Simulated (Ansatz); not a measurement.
hcp Tl, treated with r²SCAN50 in Ansatz (PAW).

Run with plane-wave cutoff 520 eV, 9×9×6 k mesh (along the axes of the cell as run), Fermi–Dirac smearing 0.05 eV, scalar-relativistic PAW data made under PBE.

Computed at the level's own relaxed cell.

Question: Predict the lattice parameter a and lattice parameter c.

Answer: 
- lattice parameter a: 3.484 Å
- lattice parameter c: 5.576 Å

Measured, for comparison: lattice constant a 3.457 Å, lattice parameter c 5.525 Å (293 K, not corrected to a static lattice; as tabulated in Wikipedia's data pages). Computed (rounded) less measured: lattice constant a +0.8 %, lattice parameter c +0.9 %.

Spin–orbit coupling is not included; it can shift volumes and moduli of such heavy elements.

Static lattice: no zero-point or thermal effects.

Cost on a shared machine: about 50 core-minutes (a rough figure).

Ansatz is a program for electronic structure.
